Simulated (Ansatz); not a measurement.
**doublet CO2(+): levels of theory in one basis**

```csv
atom,x (Å),y (Å),z (Å)
O,0.0000,0.0000,-1.2358
C,0.0000,0.0000,0.0000
O,0.0000,0.0000,1.2358
```

Basis set: def2-SVP (spherical functions). Correlated methods keep 3 orbitals frozen. Correlation on ROHF uses semicanonical orbitals with singles. Charge 1, multiplicity 2.

Computed with Ansatz (development build ahead of 0.2.0); each method stands on the lowest determinant of its kind that the runs found.

| method | E − E(ROHF) (eV) | <S²> of the determinant |
| --- | --- | --- |
| ROHF | 0.00 | 0.75 |
| UHF | -1.07 | 1.07 |
| ROHF-MP2 | -12.97 | – |
| UHF-MP2 | -12.39 | 1.07 |
| ROHF-CCSD(T) | -13.99 | – |
| UHF-CCSD(T) | -14.00 | 1.07 |

Caution for ROHF, ROHF-MP2, ROHF-CCSD(T): an unrestricted determinant lies well below; the determinant may break the point group. Caution for UHF, UHF-MP2, UHF-CCSD(T): the unrestricted determinant is spin contaminated. Caution for ROHF-MP2, UHF-MP2: MP2 on this radical cation hangs on the determinant chosen. Caution for ROHF-MP2: another reference gives a lower total.
